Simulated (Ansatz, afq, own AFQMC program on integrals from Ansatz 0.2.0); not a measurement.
# Atomization energy of CHF, singlet

```xyz
3

C    -0.1260   -0.4787   -0.1172
F     0.8863    0.0518    0.4909
H    -0.7603    0.4269   -0.3736
```

Connectivity, by distances: CH–F.

Atoms in their ground-state spins without spin–orbit coupling (mostly on UHF) minus the molecule (RHF), without zero-point energy. The geometry is a stationary point, not shown to be a minimum.

Basis def2-TZVP. Only valence electrons are correlated. Ansatz 0.2.0 and our own AFQMC program on the same integrals; the CISD trial comes from CCSD amplitudes, and released means the phaseless constraint is let go. Error bars are statistical, one sigma. The errors of all members are added in quadrature.

No full CI on the walks' own integrals is used here; CCSDT(Q) serves as the reference and is uncertain by about the last step of the cluster series. Each member takes its own surest rung, up to full CI.

The best estimate is CCSD(T) at the basis-set limit (CBS: def2-TZVPP and def2-QZVPP, with their diffuse functions for anions and beside diffuse sets, CCSD(T) itself extrapolated) plus the step from CCSD(T) to CCSDT(Q) in def2-TZVP. Rows without CBS are in def2-TZVP; B2PLYP and the wave-function rows carry a basis error of their own. Core correlation and relativity beyond core potentials are missing, and ± holds the sampling alone.

Cautions: CHF (singlet): higher spins were not checked, restricted determinant unstable towards unrestricted (UHF 220 meV lower, ⟨S²⟩ 0.51).

| level | atomization energy (eV) |
| --- | --- |
| CCSD | 8.635 |
| wB97M-V | 9.293 |
| MP2 | 9.027 |

Q: From these cheaper values, estimate the atomization energy at the level of the best estimate.

A: 9.211 eV (best estimate, highest rung CCSDT(Q)).

```csv
level,atomization energy (eV),error against the best estimate (eV)
HF,5.824,-3.387
CCSD(T),8.854,-0.358
CCSDT,8.854,-0.357
CCSDT(Q),8.868,-0.343
ph-AFQMC/CISD,8.869 ± 0.006,-0.342 ± 0.006
released AFQMC,8.864 ± 0.009,-0.347 ± 0.009
HF/CBS,5.856,-3.355
MP2/CBS,9.401,0.190
CCSD(T)/CBS,9.197,-0.015
```

Correlation beyond CCSD(T) adds 0.015 eV. Going to the basis-set limit adds 0.343 eV at CCSD(T). The perturbative (T) step is worth +0.219 eV.

Best estimates are given only where the step beyond CCSD(T) is under 0.3 eV and no member's determinant is very poor (T1 over 0.05, or 0.07 for open shells, ⟨S²⟩ too high by 0.3, two states mixed), so the hardest cases are missing from such tables.

The functionals ran in a triple-zeta set and keep a basis error of their own, a few kJ/mol for each bond in atomization energies and more for double hybrids, so close places among them and the extrapolated levels can swap.

CCSDT and higher add their correlation energy to the determinant of the CCSD(T) run, since their own runs factorise the integrals more tightly (a shift of under 2 meV). Each member of a difference takes its own highest rung, so a best estimate needn't equal the limit plus the step of one row. A walk keeps the symmetry of its determinant, which the program's search chose and which needn't be the lowest solution, so a lower state of the same spin and another symmetry isn't excluded. Released energies are given only where the last usable release times agree within the noise; a slower fall can still hide under it.
